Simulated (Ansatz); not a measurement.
**SiN₂H₄ (SMILES N=[SiH]N): a short trajectory**

The task is to watch the atoms for 60 steps of 0.5 fs, started with velocities for 200 K and run with a Langevin thermostat.

Program: Ansatz 0.2.0, Gaussian basis. Level of theory: PBE0-D4/def2-SVP. These are calculated values, not measurements.

**1. The starting structure**

SMILES `N=[SiH]N`, 7 atoms, charge 0, spin multiplicity 1.

Atoms are counted from 1 here; the program's logs count them from 0.

Bond lengths: N1–Si2 1.613 Å, N1–H4 1.009 Å, Si2–N3 1.698 Å, Si2–H5 1.457 Å, N3–H6 1.004 Å, N3–H7 1.003 Å. Angles: Si2–N1–H4 122.6°, N1–Si2–N3 115.9°, N1–Si2–H5 140.3°, N3–Si2–H5 103.9°, Si2–N3–H6 125.0°, Si2–N3–H7 121.4°, H6–N3–H7 113.5°.

Coordinates:

```xyz
7

N    -1.09111   -0.87948   -0.97179
Si   -0.32822    0.34945   -0.25704
N     0.93479   -0.07462    0.79618
H    -1.85954   -0.74471   -1.61116
H    -0.35372    1.80549   -0.20376
H     1.51197    0.57687    1.29562
H     1.18584   -1.03301    0.95194
```

**2. The run**

md/in.yaml

```yaml
crystal:
  periodic: [false, false, false]
  atoms:
    - {symbol: N, position_ang: [-1.091110, -0.879480, -0.971790]}
    - {symbol: Si, position_ang: [-0.328220, 0.349450, -0.257040]}
    - {symbol: N, position_ang: [0.934790, -0.074620, 0.796180]}
    - {symbol: H, position_ang: [-1.859540, -0.744710, -1.611160]}
    - {symbol: H, position_ang: [-0.353720, 1.805490, -0.203760]}
    - {symbol: H, position_ang: [1.511970, 0.576870, 1.295620]}
    - {symbol: H, position_ang: [1.185840, -1.033010, 0.951940]}
basis:
  gaussian: {orbitals: def2-SVP}
hamiltonian: {xc: pbe0, dispersion: d4}
md: {n_steps: 60, timestep: 0.5, temperature: 200, ensemble: nvt_langevin, seed: 334, friction: 0.002, initial_velocities: maxwell_boltzmann}
```

Started as:

```bash
> ansatz run in.yaml --threads 2 --pin off --events-out ev --progress --plain --max-ram 3481MiB
```

Q: Predict the outcome of this session. Wanted: temperature at the start; mean temperature, second half; lowest and highest potential energy, from the first frame; largest change of potential + kinetic.

The runs gave:

| quantity | value |
| --- | --- |
| length | 60 steps, 30.0 fs |
| temperature at the start | 171 K |
| mean temperature, second half | 99 K |
| lowest and highest potential energy, from the first frame | -3 and 91 meV |
| largest change of potential + kinetic | 42.1 meV |

What this shows: The thermostat trades energy with the molecule, so the sum of potential and kinetic energy isn't conserved: it changes by -41 meV over the run. The mean temperature of the second half is still well below the 200 K set. The instant temperature ranges from 56 to 171 K, as energy passes between motion and strain. The molecule keeps its bonds. Under Langevin the temperature counts 3N degrees of freedom, more than the drawn velocities fill, so it starts at 171 K, not 200 K.
